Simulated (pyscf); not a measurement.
A first-order saddle from PySCF, ωB97X-D3(BJ)/def2-SVP:

```xyz
8

O     -0.7810     0.5982    -0.4173
B     -0.3607    -0.4127     0.4661
O      0.6097    -0.2510     1.4718
H     -1.1029     1.3592     0.0771
H     -1.3995    -1.0044     1.1016
H      1.4368     0.0597     1.0891
H     -0.0939    -1.4668    -0.3406
H     -0.9086    -1.5805     0.3444
```
Charge 0, spin multiplicity 1.

Surface: singlet, charge 0. Lowest wavenumbers (cm⁻¹): 1281i, 342, 375, 501, 842.

Which two sides does it connect, and which bonds change?

HO–BH–OH + H₂ ⇌ HO–BH–OH + H₂, a four-centre exchange read from left to right: B–H, H–H broken and B–H, H–H formed. At ωB97M-D3(BJ)/def2-TZVP it lies +50.1 kcal/mol from the left side and +50.1 kcal/mol from the right (each side as separated species at their lowest minima found). At the saddle there is also a short B–H contact that neither side keeps. One saddle was located; it need not be the lowest between these sides.
